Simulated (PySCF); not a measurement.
Molecule: Fluoroacetylene, C$_{2}$HF.

Numbering as in the mapped SMILES `[CH:1]#[C:2][F:3]`. Each H is labelled by its parent atom.

Spin–spin couplings on one PBE0-D3(BJ)/def2-SVP geometry, PySCF 2.14.0 with density-fitted response routines, gas phase, non-relativistic, equivalent pairs averaged; isotopes ¹⁹F, ¹H; functional B3LYP.

Reference values (Hz): ³J(F3,H(C1)) = 21.0 (measured; Jessen and Sauer, arXiv:2312.00705; CC3 and CCSD from Faber, Sauer, Gauss 2017).

How do the couplings (Hz) change with the basis set? Times are CPU seconds on shared hosts with different chips, so compare them loosely. Far from the basis limit: pcJ-0, 6-31G*, def2-TZVP, cc-pVTZ.

Answers


| basis set | functions | ³J(F3,H(C1)) | abs. error | core-s |
| --- | --- | --- | --- | --- |
| pcJ-0 | 42 | 14.0 | 7.0 | 1.5 |
| 6-31G* | 44 | 11.9 | 9.1 | 1.5 |
| pcJ-1 | 91 | 17.1 | 3.9 | 3.1 |
| def2-TZVP | 99 | 17.1 | 3.9 | 3.2 |
| cc-pVTZ | 104 | 17.9 | 3.1 | 3.5 |
| aug-cc-pVTZ-J | 158 | 17.8 | 3.2 | 5.6 |
| pcJ-2 | 177 | 18.6 | 2.4 | 6.5 |

Errors compare magnitudes, without vibrational corrections. Closest: pcJ-2; furthest: 6-31G*.

The Fermi-contact term samples the wavefunction at the nucleus, which is why sets with added tight s functions (names with J) are made for couplings. Agreement of an ordinary basis with the reference is then largely a cancellation of errors.
